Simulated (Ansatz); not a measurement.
# NO+ (nitrosonium) at wB97M-V/aug-cc-pVTZ

What is the vertical singlet–triplet gap of NO+ (nitrosonium) at wB97M-V/aug-cc-pVTZ? 

The calculation is run with Ansatz 0.2.0.

1 further run of the same task is left out (set aside as unsound or not needed).

## 1. The system as given

NO+: 2 atoms, total charge +1, spin state singlet. As SMILES, `N#[O+]`. Geometry: the measured bond length.

Bond lengths: N1–O2 1.063 Å.

## 2. A single-point energy at wB97M-V/aug-cc-pVTZ

molecule.yaml

```yaml
basis:
  gaussian:
    orbitals: aug-cc-pVTZ
crystal:
  periodic: [false, false, false]
  atoms:
    - {symbol: N, position_ang: [0.000000, 0.000000, 0.000000]}
    - {symbol: O, position_ang: [0.000000, 0.000000, 1.063220]}
total_charge: 1
hamiltonian:
  xc: {name: wB97M-V}
accuracy: high
output: {orbitals: {seedname: orbitals}}
```

On the command line:

```console
$ ansatz run molecule.yaml --threads 1 --pin off --max-ram 3480MiB --events-out events.jsonl --progress --plain --runs-dir runs
```

Standard output:

```text
Warning: RAYON_NUM_THREADS=1 ignored (pool sized by the plan → 1); use --threads N
Functional definition: wB97M-V
  name "wB97M-V"
  parameter omega = 0.3/bohr
  parameter cx = 0.15
  parameter cx01 = 1.007
  parameter cx10 = 0.259
  parameter css00 = 0.443
  parameter css04 = -1.437
  parameter css10 = -4.535
  parameter css20 = -3.390
  parameter css43 = 4.278
  parameter cos00 = 1.000
  parameter cos10 = 1.358
  parameter cos20 = 2.924
  parameter cos21 = -8.812
  parameter cos60 = -1.390
  parameter cos61 = 9.142
  parameter b = 6.0
  parameter c = 0.01
  gx(w, u) = 1 - cx + cx01*u + cx10*w
  gss(w, u) = css00 + css04*u^4 + css10*w + css20*w^2 + css43*w^4*u^3
  gos(w, u) = cos00 + cos10*w + (cos20 + cos21*u)*w^2 + (cos60 + cos61*u)*w^6
  exchange = spin_sum(e_x_unif_sr(omega)*gx(b97_w, b97_u_x)) + cx*exact_x_sr(omega) + exact_x_lr(omega)
  correlation = spin_sum(e_c_pw_mod_same_spin*gss(b97_w, b97_u_same))
      + integral(e_c_pw_mod_opposite_spin*gos(b97_w_opposite, b97_u_opposite)) + vv10(b, c)
1267 factors; integrals over basis functions are off by at most 2.7e-9 eV
235 factors; integrals over basis functions are off by at most 1.6e-9 eV
mean field evaluation 1: about -3522.6820 eV, gradient 4.9e1 eV
mean field evaluation 2: about -3518.3986 eV, gradient 7.2e1 eV
mean field evaluation 4: about -3525.7632 eV, gradient 7.4e-1 eV
mean field evaluation 8: about -3525.7618 eV, gradient 1.4e-2 eV
mean field evaluation 16: about -3525.7618 eV, gradient 3.6e-7 eV
mean field -3525.76182265 eV, -129.5693571351 hartree, gradient 9.3e-8 eV, S^2 0.000000; 0 other end points of the search recorded, 0 dependent functions left out
reference -3525.76182589 eV, -129.5693572541 hartree; 7, 7 occupied and 85, 85 virtual orbitals, 1267 factors
Total energy: -3525.76182589 eV, -129.5693572541 hartree
```

It took 8.1 s on 1 thread of Arm Neoverse V2, shared host; peak memory 0.25 GiB.

## 3. The triplet at the same level

in.yaml

```yaml
crystal:
  periodic: [false, false, false]
  atoms:
    - {symbol: N, position_ang: [0.000000, 0.000000, 0.000000]}
    - {symbol: O, position_ang: [0.000000, 0.000000, 1.063220]}
basis:
  gaussian: {orbitals: aug-cc-pVTZ}
output: {orbitals: {seedname: orbitals}}
accuracy: high
magnetization: {spin_polarized: true, initial_magnetization: 2}
total_charge: 1
hamiltonian: {xc: {name: wB97M-V}}
```

On the command line:

```console
$ ansatz run in.yaml --threads 1 --pin off --max-ram 3480MiB --events-out events.jsonl --progress --plain --runs-dir runs
```

Standard output, cut to the lines that bear on the results:

```text
Warning: RAYON_NUM_THREADS=1 ignored (pool sized by the plan → 1); use --threads N
Functional definition: wB97M-V
  name "wB97M-V"
[...]
  gx(w, u) = 1 - cx + cx01*u + cx10*w
  gss(w, u) = css00 + css04*u^4 + css10*w + css20*w^2 + css43*w^4*u^3
  gos(w, u) = cos00 + cos10*w + (cos20 + cos21*u)*w^2 + (cos60 + cos61*u)*w^6
[...]
      + integral(e_c_pw_mod_opposite_spin*gos(b97_w_opposite, b97_u_opposite)) + vv10(b, c)
1267 factors; integrals over basis functions are off by at most 2.7e-9 eV
235 factors; integrals over basis functions are off by at most 1.6e-9 eV
[...]
mean field -3517.79306816 eV, -129.2765108091 hartree, gradient 4.6e-8 eV, S^2 2.010880; 1 other end points of the search recorded, 0 dependent functions left out
reference -3517.79307251 eV, -129.2765109689 hartree; 8, 6 occupied and 84, 86 virtual orbitals, 1267 factors
Total energy: -3517.79307251 eV, -129.2765109689 hartree
```

It took 16 s on 1 thread of Arm Neoverse V2, shared host; peak memory 0.39 GiB.

## 4. What came out

Level: wB97M-V/aug-cc-pVTZ.

| quantity | value |
| --- | --- |
| singlet: total energy | -129.56936 Eh |
| singlet: HOMO energy | -27.90 eV |
| singlet: LUMO energy | -10.27 eV |
| singlet: HOMO–LUMO gap | 17.63 eV |
| triplet: total energy | -129.27651 Eh |
| triplet: HOMO energy (highest over α and β) | -19.73 eV |
| triplet: LUMO energy (lowest over α and β) | -17.85 eV |
| triplet: ⟨S²⟩ | 2.011 |
| vertical energy of the triplet above the singlet | 7.969 eV |

What this shows: At this shape the triplet lies 7.97 eV (769 kJ/mol) above the singlet.
